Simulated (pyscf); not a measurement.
Thermochemistry of product channels of Al–Cl (SMILES [Al][Cl]) [singlet] + NH₃ (SMILES N) on the singlet surface, in eV, from ωB97M-D3(BJ)/def2-TZVP energies (ideal gas, 1 atm, RRHO with modes under 100 cm⁻¹ raised to 100, one conformer, R ln 2 for rigid chiral ones). Single points on ωB97X-D3(BJ)/def2-SVP structures (PySCF, gas phase).

| products | ΔE | ΔH(298 K) | ΔG(600 K) | ΔG(900 K) |
|---|---|---|---|---|
| HN=Al–Cl (SMILES [NH]=[Al][Cl]) + H₂ (SMILES [H][H]) | ___ | +1.68 | +1.74 | ___ |
| H₂N–Al (SMILES [NH2][Al]) [singlet] + HCl (SMILES Cl) | +1.14 | +1.01 | +0.97 | +0.94 |
| H₂N–AlH–Cl (SMILES [NH2][AlH][Cl]) | -1.48 | -1.56 | -0.78 | -0.42 |

Problem. Some entries are withheld; supply them.

Solution. 
- HN=Al–Cl (SMILES [NH]=[Al][Cl]) + H₂ (SMILES [H][H]), ΔE: +1.92
- HN=Al–Cl (SMILES [NH]=[Al][Cl]) + H₂ (SMILES [H][H]), ΔG(900 K): +1.72

These are energies of the channels, which say nothing of barriers.
